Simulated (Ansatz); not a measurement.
## HBeP, singlet: the ladder up to full CI

Geometry: a PBE0/def2-TZVP stationary point for this spin, not checked as a minimum.

```tsv
atom	x (Å)	y (Å)	z (Å)
P	0.0000	0.0000	-1.8068
Be	0.0000	0.0000	0.2345
H	0.0000	0.0000	1.5722
```

Basis 6-31G; Ansatz 0.2.0. Correlated methods freeze the noble-gas cores, which leaves 8 electrons in 18 orbitals. R marks a restricted (for open shells ROHF) determinant, U an unrestricted one. Active spaces: valence = (8e, 9o) chosen from the atoms' valence shells; pair = (2e, 2o) about the gap.

Full CI is exact within this basis and frozen core; it isn't the basis-set limit. The frozen core follows each run's orbitals, which can shift R against U totals by a few meV.

The determinant fills πx and πy unequally, so it is a mixture of Σ and Δ, which weighs on every level built on one determinant.

RHF is unstable: UHF (⟨S²⟩ = 1.00) lies 1.11 eV below the lowest RHF solution. Higher spins weren't run at this geometry and may lie near or lower.

* UHF ⟨S²⟩: 1.000
* T1 diagnostic (RCCSD): 0.0162
* largest doubles amplitude (RCCSD): 0.319

```csv
level,E − E(full CI) (kcal/mol),share of correlation (%),wall time
RHF,54.14,0.00,–
UHF†,28.51,–,–
RMP2,18.64,65.57,–
UMP2†,-1.89,–,–
CISD,7.47,86.21,0.36 s
RCCSD,4.52,91.65,–
UCCSD*†,-20.04,–,–
RCCSD(T),2.67,95.06,0.42 s
UCCSD(T)*†,-23.87,–,1.2 s
BCCD(T),2.68,95.04,0.36 s
RCCSDT*,0.39,99.28,–
UCCSDT*†,-25.72,–,–
CISDTQ,0.61,98.87,1.6 s
RCCSDT(Q)*,-0.09,100.16,0.87 s
UCCSDT(Q)*†,-26.02,–,3.4 s
RCCSDTQ*,0.01,99.99,6.5 s
UCCSDTQ*†,-25.98,–,29 s
CASSCF (pair space),41.48,23.38,–
NEVPT2 (pair space),11.58,78.61,0.33 s
MRCISD (pair space),2.32,95.72,–
MRCISD+Q (pair space),0.21,99.62,0.63 s
CASSCF (valence space),15.30,71.74,–
NEVPT2 (valence space),4.62,91.46,6 s
MRCISD (valence space),0.32,99.41,–
MRCISD+Q (valence space),0.05,99.91,8 s
```

An asterisk marks runs whose energy the program itself flagged as in doubt. A dagger marks rows that describe another state than the reference (another or a broken symmetry, a higher spin or other natural occupations), so the difference holds a gap between states beside the method's error.

The correlation energy at full CI, counted from RHF, is -2.348 eV. That run took 16 s on 1 thread of Arm Neoverse V1, shared host over 2,341,648 determinants.

Times hold each run's SCF and search for its determinant on a shared host, so for small cases they say little of a method's own cost; they ran on 1 thread of Arm Neoverse V1. Some runs computed forces too.

Unrestricted levels hold only the spin's projection, and here they fall towards a lower state of higher spin.

The full-CI state has the irrep A1 of C2v, in the program's axes (one component, if the state is degenerate).

Natural occupations of full CI about the gap: 1.981 1.967 1.962 1.001 0.979 0.031 0.018 0.018 0.015 0.008; effectively unpaired electrons, Σ n²(2−n)², 2.02. No single determinant describes this state well, so single-reference rows can miss without a flag.
